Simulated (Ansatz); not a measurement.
Reaction (substitution at a C–C bond): `C/C=C(\N)O` + CH₃SH → `CS/C=C(/N)O` + CH₄

Program: Ansatz. Geometries: PBE0-D4/def2-TZVP. ΔE: electronic, gas phase. CBS: MP2 limit from def2 TZ/QZ plus the TZ coupled-cluster correction, frozen cores. This one scheme is used for every species. Double bonds are as drawn, so ΔE can hold a change between cis and trans. DFT in def2-TZVPP. B3LYP here is the variant with VWN-RPA as its local correlation; programs differ in this. One conformer a species, not always the lowest.

```tsv
level	ΔE (kcal/mol)	difference from CCSD(T)/CBS
PBE-D4	-12.5	-3.3
r2SCAN-D4	-12.7	-3.5
PBE0-D4	-11.7	-2.5
B3LYP-D4	-11.0	-1.8
ωB97X-V	-10.2	-1.0
ωB97M-V	-10.2	-1.0
B2PLYP	-10.1	-0.9
PBE	-11.6	-2.4
r2SCAN	-12.4	-3.2
PBE0	-10.8	-1.6
B3LYP	-9.5	-0.3
HF/def2-TZVPP	-6.9	2.3
MP2/def2-TZVPP	-11.1	-1.9
SCS-MP2/def2-TZVPP	-9.3	-0.1
CCSD/def2-TZVPP	-7.6	1.6
CCSD(T)/def2-TZVPP	-8.7	0.5
HF/def2-QZVPP	-6.8	2.4
MP2/def2-QZVPP	-11.3	-2.1
SCS-MP2/def2-QZVPP	-9.5	-0.3
HF/CBS(def2)	-6.8	2.4
MP2/CBS(def2)	-11.6	-2.4
CCSD/CBS(def2)	-8.1	1.1
CCSD(T)/CBS	-9.2	0
```

Largest T1 diagnostic among the species: 0.012.

In def2-TZVPP, CCSD(T) changes the Hartree–Fock value by −1.7 kcal/mol (the triples alone add −1.1 kcal/mol) and MP2 by −4.1 kcal/mol. From PBE to PBE0 (25 % exact exchange), in def2-TZVPP and without D4, ΔE moves by +0.8 kcal/mol.
